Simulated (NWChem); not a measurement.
# Basis-set dependence for Li (-1)

```xyz
1

Li     0.0000     0.0000     0.0000
```
Charge -1, spin multiplicity 1.

Everything below was run with NWChem.

Hartree-Fock energies in Ha, correlation energies in mHa.

The correlated methods freeze no orbitals. No row is a measurement; the coupled-cluster row has its own basis-set and correlation limits.

```
basis       functions       RHF    MP2  SCS-MP2   CCSD  CCSD+T(CCSD)  CCSD(T)  CR-CCSD[T]  CR-CCSD(T)  CCSDT
----------  ---------  --------  -----  -------  -----  ------------  -------  ----------  ----------  -----
def2-SVPD          12  -7.41696  -17.5    -20.8  -31.8         -31.8    -31.8       -31.8       -31.8  -31.8
def2-TZVPD         17  -7.41882  -46.7    -55.6  -65.9         -66.1    -66.1       -66.0       -66.0  -66.1
```

From def2-SVPD to def2-TZVPD the Hartree-Fock energy moves by -1.9 mHa and the MP2 correlation energy by -29.1 mHa, which is 62 % of its value in the larger set.
